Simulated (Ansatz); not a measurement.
Basis-set extrapolation for C7H16 (`CCCC(C)CC`) (PBE0-D4/def2-TZVP geometry, frozen core, the Gaussian-basis code of Ansatz). Multiplicity 1, RHF reference.

```tsv
	def2-TZVPP	def2-QZVPP
HF	-274.499468	-274.512546
MP2 correlation	-1.245348	-1.321679
CCSD(T) correlation	-1.377672	not run
```

Energies in hartree. Use E(X) = E(∞) + A·exp(−7.88·√X) for Hartree–Fock and E(X) = E(∞) + B·X^(−2.97) for correlation, with X = 3 and 4, and add CCSD(T) minus MP2 of the smaller set to the MP2 limit.

Question: What is the CCSD(T) energy at the basis-set limit?

Answer: HF limit: -274.512546 + (-0.013078) × 0.13774 = -274.51435. MP2 limit: -1.321679 + (-0.076331) × 0.74074 = -1.37822. Higher-order term: -1.377672 − (-1.245348) = -0.13232. Total: -276.02489 hartree, 387.9 kJ/mol below CCSD(T)/def2-TZVPP.
